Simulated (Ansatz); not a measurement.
**A relaxation, step by step**

C$_{2}$H$_{9}$B, closed shell, PBE0-D4/def2-TZVP (Ansatz 0.2.0). Settings:

```yaml
hamiltonian: {xc: pbe0, dispersion: d4}
relax: {f_tol: 0.005, max_steps: 200}
```

Start, a step off a saddle point along its unstable mode:

```csv
atom,x (Å),y (Å),z (Å)
B1,-0.3718,1.4772,0.3768
C2,0.4701,-0.1319,-0.4508
C3,-0.0705,-1.4615,0.0118
H4,-1.5258,1.0654,0.2974
H5,0.0299,2.3273,-0.4268
H6,0.4884,0.5187,0.4580
H7,0.0539,1.5160,1.3654
H8,1.5435,-0.0967,-0.6082
H9,0.0150,0.1756,-1.4098
H10,0.2427,-2.2559,-0.6733
H11,0.2931,-1.6953,1.0155
H12,-1.1683,-1.4389,0.0438
```

```json
{"step": "1", "energy less the last (meV)": "591.6", "largest force component (eV/Å)": "4.210"}
{"step": "2", "energy less the last (meV)": "195.8", "largest force component (eV/Å)": "1.180"}
{"step": "3", "energy less the last (meV)": "172.1", "largest force component (eV/Å)": "1.234"}
{"step": "4", "energy less the last (meV)": "91.7", "largest force component (eV/Å)": "0.741"}
{"step": "5", "energy less the last (meV)": "20.8", "largest force component (eV/Å)": "0.249"}
{"step": "6", "energy less the last (meV)": "10.4", "largest force component (eV/Å)": "0.169"}
{"step": "7", "energy less the last (meV)": "9.4", "largest force component (eV/Å)": "0.440"}
{"step": "8", "energy less the last (meV)": "0.9", "largest force component (eV/Å)": "0.083"}
{"step": "9", "energy less the last (meV)": "0.4", "largest force component (eV/Å)": "0.080"}
{"step": "10", "energy less the last (meV)": "0.2", "largest force component (eV/Å)": "0.033"}
{"step": "11 (rejected trial)", "energy less the last (meV)": "0.6", "largest force component (eV/Å)": "0.077"}
{"step": "12", "energy less the last (meV)": "0.0", "largest force component (eV/Å)": "0.002"}
```

Step 6, positions (Å) and forces (eV/Å):

```csv
atom,x,y,z,Fx,Fy,Fz
B1,-0.500,1.756,0.418,-0.169,0.121,0.154
C2,0.544,-0.255,-0.461,-0.014,0.045,-0.104
C3,-0.020,-1.584,-0.005,0.074,-0.044,0.029
H4,-1.567,1.281,0.172,-0.015,-0.047,-0.015
H5,0.021,2.474,-0.379,0.081,0.008,-0.060
H6,0.530,0.483,0.385,-0.015,-0.106,0.035
H7,-0.154,1.811,1.569,0.047,-0.063,-0.087
H8,1.609,-0.305,-0.698,0.020,-0.012,0.001
H9,0.026,0.146,-1.331,0.027,-0.041,0.008
H10,0.156,-2.358,-0.759,0.002,0.095,0.032
H11,0.452,-1.915,0.923,-0.013,-0.022,-0.010
H12,-1.096,-1.532,0.166,-0.024,0.067,0.017
```

Last step (12):

B1  (-0.558, 1.789, 0.435)
C2  (0.593, -0.273, -0.471)
C3  (-0.019, -1.576, -0.002)
H4  (-1.595, 1.254, 0.180)
H5  (-0.042, 2.507, -0.368)
H6  (0.564, 0.475, 0.356)
H7  (-0.174, 1.807, 1.570)
H8  (1.661, -0.360, -0.688)
H9  (0.101, 0.122, -1.358)
H10  (0.076, -2.345, -0.773)
H11  (0.472, -1.947, 0.899)
H12  (-1.080, -1.454, 0.220)
(Å)

The run took about 35 s on 2 CPU threads of an Arm Neoverse V1 (shared host).
